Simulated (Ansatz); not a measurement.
System: molecular nitrogen, N2, net charge 0, singlet state. SMILES: N#N
Geometry from a B3LYP-D3(BJ)/def2-TZVP (Ansatz, an electronic-structure program) optimisation:
```xyz
2

N      0.0000     0.0000    -0.5454
N      0.0000     0.0000     0.5454
```

Computed values are from Ansatz. Cores are frozen in the correlated levels unless marked. Open shells are spin-unrestricted. Spin-orbit coupling is left out. Non-relativistic. CBS marks a two-point X^-3 extrapolation of the correlation energy; Hartree-Fock from the larger set (for Q and 5 zeta extrapolated as (X+1)exp(-9√X)).

```json
{
 "atomisation energy De": "227.0 kcal/mol at CCSD(T)/CBS(cc-pVQZ,cc-pV5Z)",
 "total_energy": "-109.4228 Eh at CCSD(T)/CBS(cc-pVQZ,cc-pV5Z)",
 "dipole_moment": "0.00 D at CCSD(T)/aug-cc-pVDZ",
 "T1 diagnostic": "0.013 at CCSD/cc-pV5Z",
 "measured enthalpy of formation, 298 K": "0.0 kcal/mol (Active Thermochemical Tables 1.112 (ions: stationary electron), as tabulated in the package chemicals)",
 "measured_dipole_moment": "0.00 D (NIST CCCBDB, as tabulated in the package chemicals; older table, unchecked)",
 "measured_ionisation_energy_adiabatic": "15.58 eV (CCCBDB table in ASE; older table, unchecked)"
}
```
